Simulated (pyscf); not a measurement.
`[CH3][SnH3]` + `[H][H]` → `[CH3][SnH]` [singlet] + `[H][H]` + `[H][H]`, a multi-bond step (singlet surface; H–Sn, H–Sn, H–H broken, H–H, H–H formed). Structures and frequencies: ωB97X-D3(BJ)/def2-SVP in PySCF. Energies in kJ/mol from the separated reactants.

Small-basis levels: PySCF, no dispersion term, spherical d functions. 

Q: Quick B3LYP/6-31G*+LANL2DZ single points give ΔE‡ = 271.4 kJ/mol and ΔE = +95.1 kJ/mol. What does ωB97M-D3(BJ)/def2-TZVP give, and how far is the quick result from it?

A: ωB97M-D3(BJ)/def2-TZVP gives ΔE‡ = 267.3 kJ/mol and ΔE = +92.8 kJ/mol. B3LYP/6-31G*+LANL2DZ lies 4.1 kJ/mol over it in the barrier and 2.3 kJ/mol over it in the reaction energy, so on this step it holds to within 12.6 kJ/mol. ωB97M-D3(BJ)/def2-TZVP has limits of its own. This is the saddle that the search found; another between the same sides may lie lower. In the def2 sets elements past Kr carry core potentials, without spin-orbit coupling.
